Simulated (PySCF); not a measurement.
# FNa (sodium fluoride): the cost of one run

Programs: PySCF 2.14.0, with density-fitted response routines of our own. Each step states its level of theory. These are calculated values for one molecule in the gas phase, unless marked as measured. Atoms count from 0, in the outputs and in this text.

### 1 The molecule as given

2 atoms, charge 0, multiplicity 1; geometry from: GFN2-xTB. The atoms were then displaced at random by about 0.01 Å, so the start is not that level's minimum.

Bonds of the start (Å): F0–Na1 1.78.

### 2 Optimising the geometry at PBE0-D3(BJ)/def2-SVP

Job settings and geometry (Å):

```
{"job": {"xc": "PBE0", "basis": "def2-SVP", "d3": "d3bj", "grid": 1, "shake": 0.01, "kind": "geom"}, "charge": 0, "multiplicity": 1}
F      0.896600    -0.028180     0.001020
Na    -0.879110    -0.000630    -0.013150
```

Command:

```sh
> OMP_NUM_THREADS=1 python probes_run.py task.json out
```

This one command runs all jobs of the session in turn.

Q: Estimate the wall time and peak memory of this first job on 1 thread of Intel Xeon Platinum 8259CL at 2.50GHz, shared host.

About 1.6 s, with a peak of 0.24 GiB.
